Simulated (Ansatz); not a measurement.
`F/[C]=C\F` radical, charge 0, multiplicity 2.

**Question.** Give a relaxed structure at PBE0-D4/def2-TZVP (Ansatz). (Estimate.)

**Answer.** The calculation gave: 
Z-matrix (Å, degrees):
```
C
F 1 1.341
C 1 1.313 2 122.5
H 1 1.080 2 115.0 3 180.0
F 3 1.295 1 131.7 2 -0.0
```
Point group Cs.
